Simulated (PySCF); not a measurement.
**Question.** Give a PBE0-D3(BJ)/def2-SVP geometry of InChI=1S/C2H6Si/c1-2-3-1/h1-3H2.

**Answer.** 
Z-matrix in Å and degrees, rows numbered from 1:
```
C 
C   1  1.5368
Si  1  1.8621  2   65.64
H   1  1.0954  2  116.83  3  -111.73
H   1  1.0956  2  116.60  3   111.29
H   2  1.0954  1  116.85  3  -111.70
H   2  1.0955  1  116.67  3   111.20
H   3  1.4843  1  119.23  2  -104.53
H   3  1.4841  1  119.14  2   104.83
```

Si3 (SiH2 silicon) has angles from 48.7° to 119.3°. The 3-membered ring C1–C2–Si3 has internal angles of 48.7° to 65.6°.

Theory: PBE0-D3(BJ)/def2-SVP geometry optimisation, gas phase in PySCF.

Point group: C2v (every atom within 0.08 Å of its image). No PBE0-D3(BJ)/def2-SVP frequencies stand behind this structure, so it isn't proved a minimum.

Hardware: one thread, Arm Neoverse N1 (aarch64), shared host. Cost: 14 s wall, 0.33 GiB resident at most. These figures are those of the optimisation.
